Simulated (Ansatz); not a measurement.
A nudged elastic band was laid between two geometries of BH3 + ClH (6 atoms, charge 0, multiplicity 1).

Computed with Ansatz, RHF/def2-SVPD.

- movable images: 5
- climbing image: yes
- spring: 5.0 eV/Å²
- optimiser: quadratic models (default)
- start path: through a guess of the saddle point
- force threshold: 0.03 eV/Å
- iteration limit: 60
- end points: relaxed

Image 0:

```xyz
6
Properties=species:S:1:pos:R:3
B -0.012 0.474 -0.159
H -0.027 0.849 0.979
H 1.032 0.340 -0.729
H -1.041 0.271 -0.733
Cl 0.091 -2.630 1.060
H 0.086 -2.229 2.271
```

Image 6:

```xyz
6
Properties=species:S:1:pos:R:3
B 0.024 -0.565 -0.662
H -0.007 0.360 2.624
H 1.055 0.029 -0.677
H -1.044 -0.039 -0.676
Cl 0.081 -2.326 -0.625
H 0.020 -0.383 2.705
```

Task: What changes between the two ends?

Result: Bonds broken: B1–H2, Cl5–H6. Bonds formed: B1–Cl5, H2–H6. BH3 + ClH becomes BClH2 + H2.

Task: Give the energies along the band, and the barrier.

Result: The forces met the threshold. The highest image is number 3 of 0 to 6, 109.7 kJ/mol above the first end and 164.5 kJ/mol above the last; the last end lies 54.8 kJ/mol below the first. Neighbouring images differ by up to 1.3 eV, so the band resolves the path poorly. A vibrational analysis at the climbing image gives one clearly imaginary mode, 1351i cm⁻¹: a first-order saddle point. The orbitals stay closed-shell, which can raise the energy where a bond breaks towards radicals; this wasn't checked here.

| image | path coordinate (Å) | energy (kJ/mol) | B1–H2 (Å) | Cl5–H6 (Å) | B1–Cl5 (Å) |
| --- | --- | --- | --- | --- | --- |
| 0 | 0.00 | 0.0 | 1.20 | 1.28 | 3.34 |
| 1 | 0.71 | 3.3 | 1.20 | 1.27 | 3.09 |
| 2 | 1.43 | 24.7 | 1.21 | 1.29 | 2.74 |
| 3 | 2.14 | 109.7 | 1.29 | 1.53 | 2.17 |
| 4 | 3.01 | -15.3 | 1.90 | 2.36 | 1.81 |
| 5 | 3.87 | -50.7 | 2.67 | 3.13 | 1.77 |
| 6 | 4.74 | -54.8 | 3.41 | 3.86 | 1.76 |

Task: What is the geometry of the highest image?

Result: 
```xyz
6
Properties=species:S:1:pos:R:3
B 0.011 -0.133 0.106
H -0.001 0.180 1.356
H 1.068 0.105 -0.379
H -1.056 0.040 -0.383
Cl 0.075 -2.233 0.635
H 0.032 -0.882 1.357
```

The run took 68 s on 1 thread of Arm Neoverse V1, on a shared host, peak memory 0.13 GiB.
